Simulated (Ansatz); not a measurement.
Species: pyrrole, C4H5N, charge 0, multiplicity 1. SMILES: c1cc[nH]c1
Geometry: optimised at B3LYP-D3(BJ)/def2-TZVP (Ansatz, a quantum-chemistry and plane-wave program).

Property: atomisation energy, in kcal/mol. Conventions: open shells spin-unrestricted; LANL2DZ all-electron up to Ne; spin-orbit terms left out; 6-31G* and kin with 6d, 5d where marked; non-relativistic; atomisation electronic, to ground-state atoms; valence correlation only; 6-311+G** with 5d. CBS(X,Y): correlation extrapolated as X^-3; Hartree-Fock from the larger set. [CCSD(T)-MP2]/basis is that difference in the basis named. Ab initio and DFT rows: single points at B3LYP-D3(BJ) geometries (Ansatz).

Coupled cluster (Ansatz) is a level with limits of its own, used here on species with T1 under 0.025 (0.045 for open shells) and stable references: RI-MP2/CBS(cc-pVTZ,cc-pVQZ)+[CCSD(T)-MP2]/cc-pVTZ.

Value to compare with, RI-MP2/CBS(cc-pVTZ,cc-pVQZ)+[CCSD(T)-MP2]/cc-pVTZ (Ansatz): 1069.0 kcal/mol.

```json
[
 {"level": "HF/STO-3G", "program": "Ansatz", "atomisation energy (kcal/mol)": "865.7", "difference": "-203.3"},
 {"level": "HF/3-21G", "program": "Ansatz", "atomisation energy (kcal/mol)": "712.8", "difference": "-356.2"},
 {"level": "HF/LANL2DZ", "program": "Ansatz", "atomisation energy (kcal/mol)": "706.0", "difference": "-363.0"},
 {"level": "HF/6-31G*", "program": "Ansatz", "atomisation energy (kcal/mol)": "757.3", "difference": "-311.7"},
 {"level": "HF/6-311+G**", "program": "Ansatz", "atomisation energy (kcal/mol)": "757.7", "difference": "-311.3"}
]
```

Among the 5 habitual levels, HF/LANL2DZ lies farthest from RI-MP2/CBS(cc-pVTZ,cc-pVQZ)+[CCSD(T)-MP2]/cc-pVTZ (Ansatz) (-363.0 kcal/mol) and HF/STO-3G nearest (-203.3); 0 of 5 lie above it, and their mean absolute difference is 309.1 kcal/mol, the median 311.7. One case shows no general order.

The sets are all those run for this method; runs whose electronic state is in doubt are left out.
